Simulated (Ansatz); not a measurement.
**NH₃O (triplet): wave-function methods side by side at distance N1–H4 along a hydrogen transfer = 1.333 Å, cc-pVDZ**

Aim: climb from Hartree-Fock through coupled cluster and multireference methods for NH₃O (triplet) at one geometry and basis, and see what each rung misses.

The runs use Ansatz 0.2.0, Gaussian basis; cc-pVDZ, core rule «outside noble gas», up to 2 orbitals frozen.

The runs, in order: UHF; CCSD(T) on ROHF; CCSD(T) on UHF; BCCD(T) on ROHF; CISD; CCSDT(Q) on ROHF; CCSDT(Q) on UHF; CASSCF and MRCISD+Q, 4 electrons in 4 orbitals; CASSCF and NEVPT2, 4 electrons in 4 orbitals; CASSCF and NEVPT2, 14 electrons in 11 orbitals.

2 further runs of the same task are left out: 2 that didn't finish.

### 1 What is computed

The geometry derives from fragments relaxed apart (PBE0/def2-TZVP) and kept rigid, so it is no stationary point. A hydrogen atom is moved between rigid fragments.

5 atoms, charge 0, spin multiplicity 3.

Atoms are counted from 1 here; the program's logs count them from 0.

Bond lengths: N1–H2 1.012 Å, N1–H3 1.012 Å, H4–O5 1.230 Å. Angles: H2–N1–H3 107.1°.

### 2 UHF

File in.yaml:

```yaml
crystal:
  periodic: [false, false, false]
  atoms:
    - {symbol: N, position_ang: [-1.264029, -0.017258, -0.026862]}
    - {symbol: H, position_ang: [-1.561308, 0.950575, -0.026861]}
    - {symbol: H, position_ang: [-1.561308, -0.419557, 0.853398]}
    - {symbol: H, position_ang: [0.068971, -0.017258, -0.026862]}
    - {symbol: O, position_ang: [1.298971, -0.017257, -0.026862]}
basis:
  gaussian: {orbitals: cc-pVDZ}
magnetization: {spin_polarized: true, initial_magnetization: 2}
hamiltonian: {xc: hf}
output: {orbitals: {seedname: orbitals}}
```

Launch:

```
> ansatz run in.yaml --threads 1 --pin off --events-out ev --progress --plain --max-ram 2393MiB
```

The runs that follow: CCSD(T) on ROHF; CCSD(T) on UHF; BCCD(T) on ROHF; CISD; CCSDT(Q) on ROHF; CCSDT(Q) on UHF; CASSCF and MRCISD+Q, 4 electrons in 4 orbitals; CASSCF and NEVPT2, 4 electrons in 4 orbitals; CASSCF and NEVPT2, 14 electrons in 11 orbitals.

Q: Predict the results of all the runs planned. Wanted: UCCSDT(Q) below the RHF energy; RMP2 from UCCSDT(Q); UMP2 from UCCSDT(Q); RCCSD from UCCSDT(Q); RCCSD(T) from UCCSDT(Q); UCCSD(T) from UCCSDT(Q); RCCSDT(Q) from UCCSDT(Q); NEVPT2 pair from UCCSDT(Q); MRCISD+Q pair from UCCSDT(Q).

**Answer**, as computed:

| quantity | value |
| --- | --- |
| UCCSDT(Q) below the RHF energy | -10.0404 eV |
| RMP2 from UCCSDT(Q) | +29.55 kcal/mol |
| UMP2 from UCCSDT(Q) | +27.72 kcal/mol |
| RCCSD from UCCSDT(Q) | +5.91 kcal/mol |
| RCCSD(T) from UCCSDT(Q) | +1.25 kcal/mol |
| UCCSD(T) from UCCSDT(Q) | +1.02 kcal/mol |
| RCCSDT(Q) from UCCSDT(Q) | +0.05 kcal/mol |
| NEVPT2 pair from UCCSDT(Q) | +23.46 kcal/mol |
| MRCISD+Q pair from UCCSDT(Q) | +3.00 kcal/mol |
| NEVPT2 valence from UCCSDT(Q) | +29.13 kcal/mol |
| levels within 1 kcal/mol (43 meV) | RCCSDT, UCCSDT, RCCSDT(Q) |
| T1 diagnostic | 0.064 |
| effectively unpaired electrons | 2.03 |

What this shows: RCCSD(T) lands +1.25 kcal/mol from the yardstick (0.5 % of the correlation energy). The occupations are near whole numbers, but T1 = 0.064 shows that the orbitals relax strongly. Of the multireference levels listed MRCISD+Q pair comes nearest in total energy (+3.00 kcal/mol), which doesn't show that its space is the better one. These misses are within one basis, not against nature; the frozen cores of restricted and unrestricted runs differ, which can shift their rows.
